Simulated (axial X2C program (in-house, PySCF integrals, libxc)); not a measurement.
## Which molecule has these constants?

Calculated with an axial X2C code built on PySCF integrals, spin-free (one-electron X2C) or two-component (2c: spin–orbit coupling with atomic mean-field Coulomb and Gaunt terms, which also bring small scalar terms), in Dyall basis sets with cores contracted in-house; open shells are unrestricted.

A two-component CCSD(T) calculation in a Dyall 3-zeta basis gave Re = 1.319 Å, ωe = 2681.9 cm⁻¹, De = 4.66 eV, Ω = 3/2.

**Question.** Which molecule is it?
A. MgH⁺
B. SiH⁺
C. HCl⁺
D. PH⁺
E. SH⁺

**Answer.** C. The others have SH⁺ 1.370 Å and 2539.4 cm⁻¹ (Ω = 1); MgH⁺ 1.664 Å and 1688.4 cm⁻¹ (Ω = 0); PH⁺ 1.432 Å and 2372.1 cm⁻¹ (Ω = 1/2); SiH⁺ 1.512 Å and 2145.5 cm⁻¹ (Ω = 0).

Frozen shells (counts by l): HCl⁺ Cl 2s1p, H none, 7 electrons correlated; SH⁺ S 2s1p, H none, 6 electrons correlated; MgH⁺ Mg 2s1p, H none, 2 electrons correlated; PH⁺ P 2s1p, H none, 5 electrons correlated; SiH⁺ Si 2s1p, H none, 4 electrons correlated. Coupled cluster in natural virtuals with an MP2 remainder. Where the outer core of a metal is frozen, bonds come out longer and ionisation energies lower.

Each entry is the lowest single determinant of a limited PBE0 search at one distance. De goes to single-determinant-based atoms at the same level (for ions the charge split of lowest energy) and is withheld (n/a) where an atom does not fit its ground term or J level. Main or longest-lived isotopes. One determinant is a doubtful description, or other states lie close, for SH⁺; these need not be ground states, and all values refer to the states named. Some open-shell Ω = 0 determinants are out of reach, so the Ω given for SH⁺ need not be the lowest component. With several unpaired electrons the Ω given is that of one determinant, not necessarily of the lowest component. Some light 2c atoms are not at their ground J level, so De misses part of their lowering (0.04 eV or less).
